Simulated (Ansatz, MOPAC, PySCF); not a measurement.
System: CHCl$_{2}$, net charge 0, doublet state. SMILES: Cl[CH]Cl
Coordinates optimised at B3LYP-D3(BJ)/def2-TZVP (Ansatz, a first-principles code):
```
C
H 1 1.0785
Cl 1 1.7039 2 117.35
Cl 1 1.7039 2 117.35 3 153.21
```
Charge 0, spin multiplicity 2.

Unscaled harmonic wavenumbers (cm⁻¹) in rising order, each level at the stationary point that it reaches from this structure (no distance between atoms moves by over 0.3 Å); the order of modes can differ between levels, and a negative number is imaginary. B3LYP-D3(BJ)/def2-TZVP (PySCF, at the structure above): 301, 422, 749, 875, 1234, 3221.

PM6 (MOPAC): 316, 561, 784, 926, 1160, 2723. Zero-point energy 9.2 against 9.7 kcal/mol; where all levels lie over 400 cm⁻¹, the wavenumbers are on average 1.043 times those of B3LYP-D3(BJ)/def2-TZVP.

PM7 (MOPAC): 301, 509, 753, 897, 1162, 2706. Zero-point energy 9.0 against 9.7 kcal/mol; where all levels lie over 400 cm⁻¹, the wavenumbers are on average 1.004 times those of B3LYP-D3(BJ)/def2-TZVP.

B3LYP/6-31G* (Ansatz): 303, 481, 754, 877, 1267, 3247. Zero-point energy 9.9 against 9.7 kcal/mol; where all levels lie over 400 cm⁻¹, the wavenumbers are on average 1.036 times those of B3LYP-D3(BJ)/def2-TZVP.
